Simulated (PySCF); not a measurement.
Species: C5H7F.
InChI=1S/C5H7F/c6-4-5-2-1-3-5/h4H,1-3H2

All values: B3LYP/def2-SVPD (PySCF, non-relativistic), on one gas-phase PBE0-D3(BJ)/def2-SVP geometry that isn't relaxed in the solvent. The solvent is an IEF-PCM continuum (Bondi radii, 1.10 Å for H, scaled by 1.2), and excitations are vertical TDDFT with non-equilibrium linear response and a frozen core. The model holds no explicit solvent molecules, cavitation or dispersion.

Gas-phase singlets (H = HOMO, L = LUMO):

```
state  E (eV)  λ (nm)      f  leading configuration
   S1   6.223     199  0.001              H→L+1 92%
   S2   6.533     190  0.240                H→L 93%
   S3   6.615     187  0.003              H→L+2 91%
   S4   6.827     182  0.003              H→L+3 96%
   S5   7.531     165  0.001              H→L+4 92%
```

Task: Give the list for acetone (ε = 20.49), n² = 1.85.

Result: 
```json
{"state": "S1", "E (eV)": "6.211", "λ (nm)": "200", "f": "0.003", "leading configuration": "H→L+1 96%", "change by rank (eV)": "-0.012"}
{"state": "S2", "E (eV)": "6.497", "λ (nm)": "191", "f": "0.306", "leading configuration": "H→L 95%", "change by rank (eV)": "-0.036"}
{"state": "S3", "E (eV)": "6.717", "λ (nm)": "185", "f": "0.001", "leading configuration": "H→L+2 92%", "change by rank (eV)": "+0.102"}
{"state": "S4", "E (eV)": "7.007", "λ (nm)": "177", "f": "0.005", "leading configuration": "H→L+3 95%", "change by rank (eV)": "+0.180"}
{"state": "S5", "E (eV)": "7.580", "λ (nm)": "164", "f": "0.002", "leading configuration": "H-1→L 72%", "change by rank (eV)": "+0.049"}
```

Task: The ground-state energy changes by -0.094 eV from gas to acetone. By how much does the total energy of gas-phase S2 change?

Result: E(S2) = E(S0) + excitation energy, so it changes by -0.094 − 0.036 = -0.130 eV: it is lowered more than the ground state, which is what a red shift means. This is the vertical state, with the slow part of the continuum still set for S0.

Task: How do the frontier levels move from gas to acetone?

Result: 
```
orbital  gas (eV)  solvent (eV)  change (eV)
 LUMO+2      0.89          0.99        +0.10
 LUMO+1      0.48          0.59        +0.11
   LUMO     -0.03          0.09        +0.12
   HOMO     -6.68         -6.64        +0.04
 HOMO-1     -8.92         -8.73        +0.19
 HOMO-2     -9.16         -9.00        +0.16
 HOMO-3     -9.77         -9.54        +0.23
```

The HOMO–LUMO gap goes from 6.66 to 6.73 eV. Rows go by rank; for LUMO+1 and LUMO+2 the atom shares or the degeneracy differ between the runs, so the row needn't follow one orbital.
